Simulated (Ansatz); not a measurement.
# CHFO (formyl fluoride) at 6 levels

Wanted: a comparison of 6 runs (HF/STO-3G, HSE06/STO-3G, UB3LYP/STO-3G, r2SCAN0/STO-3G, CCSD/STO-3G, CCSD(T)/STO-3G) of CHFO (formyl fluoride). 

The calculation is run with Ansatz 0.2.0.

73 further runs of the same task are left out: 73 set aside as unsound or not needed.

### 1 The system as given

CHFO: 4 atoms, total charge 0, spin state singlet. SMILES: `O=CF`. The H4–C2 distance was set to 1.647 Å, away from the relaxed value. At this shape a bond of the SMILES string is far longer than usual.

Bond lengths: O1–C2 1.171 Å, C2–F3 1.341 Å. Angles: O1–C2–F3 122.3°. A long bond or contact: C2–H4 1.647 Å.

### 2 A single-point energy at HF/STO-3G (run 1)

job.yaml

```yaml
crystal:
  periodic: [false, false, false]
  atoms:
    - symbol: O
      position_ang: [-1.092067, -0.178050, 1.177211]
    - symbol: C
      position_ang: [-0.252127, -0.300730, 0.370161]
    - symbol: F
      position_ang: [0.381983, -1.464930, 0.165881]
    - symbol: H
      position_ang: [0.355050, 0.821510, -0.671560]
basis:
  gaussian:
    orbitals: STO-3G
hamiltonian:
  xc: hf
accuracy: high
```

Run with:

```
$ ansatz run job.yaml --threads 1 --pin off --max-ram 2610MiB --events-out events.jsonl --progress --plain --runs-dir runs
```

The program printed:

```text
Warning: RAYON_NUM_THREADS=1 ignored (pool sized by the plan → 1); use --threads N
Functional definition: HF
  name "HF"
  exchange = exact_x
  correlation = 0
273 factors; integrals over basis functions are off by at most 3.4e-8 eV
mean field evaluation 1: about -5702.5308 eV, gradient 3.6e1 eV
mean field evaluation 2: about -5702.6078 eV, gradient 3.6e1 eV
mean field evaluation 4: about -5706.6651 eV, gradient 2.7e0 eV
mean field evaluation 8: about -5706.7278 eV, gradient 1.1e-1 eV
mean field -5706.72789965 eV, -209.7183821529 hartree, gradient 1.5e-8 eV, S^2 0.000000; 0 other end points of the search recorded, 0 dependent functions left out
reference -5706.72789965 eV, -209.7183821529 hartree; 12, 12 occupied and 4, 4 virtual orbitals, 273 factors
Total energy: -5706.72789965 eV, -209.7183821529 hartree
```

Wall time 0.08 s (1 thread of Arm Neoverse V1, shared host).

### 3 A single-point energy at HSE06/STO-3G (run 2)

job.yaml

```yaml
crystal:
  periodic: [false, false, false]
  atoms:
    - {symbol: O, position_ang: [-1.092067, -0.178050, 1.177211]}
    - {symbol: C, position_ang: [-0.252127, -0.300730, 0.370161]}
    - {symbol: F, position_ang: [0.381983, -1.464930, 0.165881]}
    - {symbol: H, position_ang: [0.355050, 0.821510, -0.671560]}
basis:
  gaussian: {orbitals: STO-3G}
accuracy: high
hamiltonian: {xc: {name: HSE06}}
```

Run with:

```
$ ansatz run job.yaml --threads 1 --pin off --max-ram 2610MiB --events-out events.jsonl --progress --plain --runs-dir runs
```

The program printed:

```text
Warning: RAYON_NUM_THREADS=1 ignored (pool sized by the plan → 1); use --threads N
Functional definition: HSE06
  name "HSE06"
  parameter a = 0.25
  parameter omega = 0.11/bohr
  exchange = pbe_x - a*pbe_x_sr(omega) + a*exact_x_sr(omega)
  correlation = pbe_c
273 factors; integrals over basis functions are off by at most 3.4e-8 eV
45 factors; integrals over basis functions are off by at most 4.3e-10 eV
mean field evaluation 1: about -5725.5169 eV, gradient 2.9e1 eV
mean field evaluation 2: about -5717.6085 eV, gradient 6.6e1 eV
mean field evaluation 4: about -5727.9017 eV, gradient 2.1e0 eV
mean field evaluation 8: about -5727.8843 eV, gradient 1.8e-2 eV
mean field evaluation 16: about -5727.8843 eV, gradient 1.4e-8 eV
mean field -5727.88425309 eV, -210.4958638015 hartree, gradient 1.7e-8 eV, S^2 0.000000; 0 other end points of the search recorded, 0 dependent functions left out
reference -5727.88425422 eV, -210.4958638432 hartree; 12, 12 occupied and 4, 4 virtual orbitals, 273 factors
Total energy: -5727.88425422 eV, -210.4958638432 hartree
```

Run time: 1 s. Hardware: 1 thread of Arm Neoverse V1, shared host.

Runs 3 to 4 aren't shown in full; the table further down has their settings and results.

### 4 A single-point energy at CCSD/STO-3G (run 5)

run.yaml

```yaml
crystal:
  periodic: [false, false, false]
  atoms:
    - symbol: O
      position_ang: [-1.092067, -0.178050, 1.177211]
    - symbol: C
      position_ang: [-0.252127, -0.300730, 0.370161]
    - symbol: F
      position_ang: [0.381983, -1.464930, 0.165881]
    - symbol: H
      position_ang: [0.355050, 0.821510, -0.671560]
basis:
  gaussian: {orbitals: STO-3G}
magnetization: {spin_polarized: false, initial_magnetization: 0}
scf: {omitted_lower_state_checks: [cluster_reference, increment]}
accuracy: high
correlation: {method: ccsd, frozen_orbitals: {C: 1, F: 1, H: 0, O: 1}}
```

Run with:

```
$ ansatz run run.yaml --threads 1 --pin off --max-ram 2610MiB --events-out events.jsonl --progress --plain --runs-dir runs
```

The program printed, shortened:

```text
Warning: RAYON_NUM_THREADS=1 ignored (pool sized by the plan → 1); use --threads N
[... 2 set-up lines as earlier in the session ...]
[...]
273 factors; integrals over basis functions are off by at most 3.4e-8 eV
[...]
mean field -5706.72789965 eV, -209.7183821529 hartree, gradient 1.5e-8 eV, S^2 0.000000; 0 other end points of the search recorded, 0 dependent functions left out; unrestricted orbitals would lower it
3 core orbitals not correlated: weight in the atoms' cores, before any rotation towards them, 1.000 or more for the frozen orbitals, at most 0.000 for the correlated occupied ones
reference -5706.72789965 eV, -209.7183821529 hartree; 9, 9 occupied and 4, 4 virtual orbitals, 273 factors
second order -4.27582520 eV of doubles, -0.00000000 eV of singles
cycle   1  -4.62474598 eV  change   -3.5e-1 eV  update   1.1e-1
[...]
cycle  23  -5.12466738 eV  change   -1.7e-9 eV  update  5.4e-10
Total energy: -5711.85256703 eV, -209.9067102055 hartree
Checks for a lower state left out: cluster_reference, increment
```

Run time: 0.16 s. Hardware: 1 thread of Arm Neoverse V1, shared host.

### 5 The energy at CCSD(T)/STO-3G (run 6)

input.yaml

```yaml
crystal:
  periodic: [false, false, false]
  atoms:
    - {symbol: O, position_ang: [-1.092067, -0.178050, 1.177211]}
    - {symbol: C, position_ang: [-0.252127, -0.300730, 0.370161]}
    - {symbol: F, position_ang: [0.381983, -1.464930, 0.165881]}
    - {symbol: H, position_ang: [0.355050, 0.821510, -0.671560]}
basis:
  gaussian:
    orbitals: STO-3G
total_charge: 0
correlation:
  method: ccsd_t
  frozen_orbitals: {C: 1, F: 1, H: 0, O: 1}
accuracy: high
scf:
  omitted_lower_state_checks: [cluster_reference, increment]
```

Run with:

```
$ ansatz run input.yaml --threads 1 --pin off --max-ram 2610MiB --events-out events.jsonl --progress --plain --runs-dir runs
```

The program printed, shortened:

```text
Warning: RAYON_NUM_THREADS=1 ignored (pool sized by the plan → 1); use --threads N
[... 2 set-up lines as earlier in the session ...]
[...]
273 factors; integrals over basis functions are off by at most 3.4e-8 eV
[...]
mean field -5706.72789965 eV, -209.7183821529 hartree, gradient 1.5e-8 eV, S^2 0.000000; 0 other end points of the search recorded, 0 dependent functions left out; unrestricted orbitals would lower it
3 core orbitals not correlated: weight in the atoms' cores, before any rotation towards them, 1.000 or more for the frozen orbitals, at most 0.000 for the correlated occupied ones
reference -5706.72789965 eV, -209.7183821529 hartree; 9, 9 occupied and 4, 4 virtual orbitals, 273 factors
second order -4.27582520 eV of doubles, -0.00000000 eV of singles
cycle   1  -4.62474598 eV  change   -3.5e-1 eV  update   1.1e-1
[...]
cycle  23  -5.12466738 eV  change   -1.7e-9 eV  update  5.4e-10
perturbative correction -0.27156528 eV, -0.0099798399 hartree
Total energy: -5712.12413231 eV, -209.9166900454 hartree
Checks for a lower state left out: cluster_reference, increment
```

Run time: 0.16 s. Hardware: 1 thread of Arm Neoverse V1, shared host.

### 6 The series

```csv
run,level,frozen core orbitals,energy (Eh),wall time
1,HF/STO-3G,–,-209.718382,0.08 s
2,HSE06/STO-3G,–,-210.495864,1 s
3,UB3LYP/STO-3G,–,-210.681071,1.3 s
4,r2SCAN0/STO-3G,–,-210.605463,1.9 s
5,CCSD/STO-3G,3,-209.906710,0.16 s
6,CCSD(T)/STO-3G,3,-209.916690,0.16 s
```

### 7 Results

| quantity | value |
| --- | --- |
| run 6: total energy | -209.91669 Eh |
| run 6: correlation energy (3 core orbitals frozen) | -198.3 mEh |
| run 6: (T) correction | -9.98 mEh |
| run 6: T1 diagnostic | 0.017 |

What this shows: Below the HF energy at the same shape and in the same basis (STO-3G): CCSD -188.3 mEh; CCSD(T) -198.3 mEh. Totals of different functionals can't be ranked against each other. In runs 5, 6 the log says that unrestricted orbitals would lower the reference, so the values rest on an unstable closed-shell determinant (other closed-shell runs at this shape may share the fault). In runs 1, 2, 3, 4, 5, 6 the basis is minimal, so the values are rough. All runs together took 4.6 s, the longest 1.9 s.
